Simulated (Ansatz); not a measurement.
System: 1T (CdI2-type) PtS2. Method: PBE (plane waves, PAW; Ansatz, an electronic-structure program).

Run with plane-wave cutoff 520 eV, 12×12×8 k mesh (along the axes of the cell as run), perturbation theory, scalar-relativistic PAW data made under PBE.

The cell has the measured lattice parameters. Conventional cell: a = 3.5420 Å, b = 3.5420 Å, c = 5.0430 Å, α = 90.00°, β = 90.00°, γ = 120.00°.

```
CELL_PARAMETERS angstrom
      3.54200     0.00000     0.00000
     -1.77100     3.06746     0.00000
      0.00000     0.00000     5.04300
ATOMIC_POSITIONS crystal
  Pt 0.00000 0.00000 0.00000
  S  0.33333 0.66667 0.24483
  S  0.66667 0.33333 0.75517
```

Harmonic phonon frequencies (cm⁻¹; i marks an imaginary mode; at Γ without the LO shift):

| q point | frequencies |
|---|---|
| Γ | 0 0 0 296 296 310 310 320 333 |
| M | 111 132 194 269 281 318 334 340 350 |
| K | 103 172 172 283 283 304 317 317 365 |
| A | 34 34 35 293 293 329 334 336 336 |
| L | 107 128 193 272 283 313 315 346 351 |
| H | 119 175 175 289 289 314 329 329 358 |

No imaginary mode appears at these points.

Note: the run warned that the k mesh is coarse for the response to a field; the cell isn't this level's own, so it is under some stress, which shifts stiffness and frequencies.
